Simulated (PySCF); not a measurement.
An unknown is described by computed data only.

Formula: C5H5P.

| Quantity | Value |
| --- | --- |
| Valence photoelectron | vertical ionisation energy: 9.07 eV [ΔSCF wB97X-D/def2-SVPD] |
| UV, first state | lowest singlet excitation: 4.87 eV (254 nm, f = 0.002) [TDDFT wB97X-D/def2-SVPD] |
| NMR, other nuclei | isotropic shieldings of nuclei other than C and H, by class: 82 (1 P) ppm [GIAO PBE0/pcSseg-1] |
| 1H NMR | chemical shifts (computed TMS as zero) by class: 9.01 (2 H), 8.00 (2 H), 7.60 (1 H) ppm [GIAO PBE0/pcSseg-1] |
| Rotational structure | rotational constants A, B, C: 5.110, 3.496, 2.076 GHz [PBE0-D3(BJ)/def2-SVP] |
| UV, strongest line | among the 10 lowest singlet transitions: S7 at 6.72 eV (185 nm, f = 0.480) [TDDFT wB97X-D/def2-SVPD] |
| Triplet | lowest triplet excitation (Tamm–Dancoff): 3.32 eV [TDA wB97X-D/def2-SVPD] |
| 13C NMR | chemical shifts (computed TMS as zero) by class: 165.2 (2 C), 139.0 (2 C), 134.2 (1 C) ppm [GIAO PBE0/pcSseg-1] |
| Dipole | 1.69 D [wB97X-D/def2-SVPD] |
| Polarisability | 80.7 au [wB97X-D/def2-SVPD] |

Gas-phase values; electronic properties from PySCF, density fitting. Levels stand in brackets. Geometry: PBE0-D3(BJ)/def2-SVP; no solvent, vibrations or thermal averaging. NMR classes are plain means over equivalent atoms (diastereotopic ones count apart unless rotation or inversion swaps them), as if these changed places fast.

Question: Give a SMILES that accounts for the data.

Answer: Numbering: `[cH:1]1[cH:2][cH:3][p:4][cH:5][cH:6]1`. 5 carbons fall into 3 classes; from least to most shielded: aromatic CH carbon [C3/C5] (165.2 ppm, 2 C), aromatic CH carbon [C2/C6] (139.0 ppm, 2 C), aromatic CH carbon [C1] (134.2 ppm). Hydrogen classes from least to most shielded: 2 H on 2 aromatic CH carbons, C3/C5 (9.01 ppm), 2 H on 2 aromatic CH carbons, C2/C6 (8.00 ppm), 1 H on an aromatic CH carbon, C1 (7.60 ppm). The other shieldings belong to: 82 ppm, phosphorus bonded to 2 C [P4]. The first electron is taken from the HOMO, whose largest Löwdin shares are 0.30 on the phosphorus bonded to 2 C, 0.20 on an aromatic CH carbon and 0.14 on each of 2 atoms of one kind (aromatic CH carbon). The optimised geometry has point group C2v and is an asymmetric top. Structure: `c1ccpcc1` (phosphabenzene). The assignments are read from this structure; whether some other isomer fits the data as well wasn't checked.
